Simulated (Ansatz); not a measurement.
Hematite (α-Fe2O3), treated with r²SCAN (PAW; Ansatz, a program for electronic structure).

Numerical settings: plane-wave cutoff 560 eV, 8×8×8 k mesh, Fermi–Dirac smearing 0.01 eV, spin-polarised with opposed moments, scalar-relativistic PAW data made under PBE.

Properties against volume:

Shape and atoms are relaxed at each volume.

| V (Å³/atom) | P (GPa) | direct gap at Γ (eV) | smallest gap on the k mesh (eV) | c (Å) |
|---|---|---|---|---|
| 9.563 | 9.30 | 2.147 | 1.478 | 13.528 |
| 9.763 | 4.42 | 2.167 | 1.515 | 13.645 |
| 9.962 | -0.01 | 2.180 | 1.544 | 13.759 |
| 10.161 | -4.01 | 2.187 | 1.569 | 13.871 |
| 10.360 | -7.61 | 2.186 | 1.592 | 13.981 |

The fundamental gap (1.51 eV at the equilibrium volume, with added k points) lies elsewhere than Γ–Γ.

Measured, for comparison: band gap 2.6 eV (temperature not stated, not corrected to a static lattice, photoemission and inverse photoemission; as tabulated in Parkinson (2016), arXiv:1602.06774).

Note: without U or exact exchange, gaps and moments of open d shells tend to come out too small; the bulk modulus comes from volumes at which shape and atoms were relaxed.
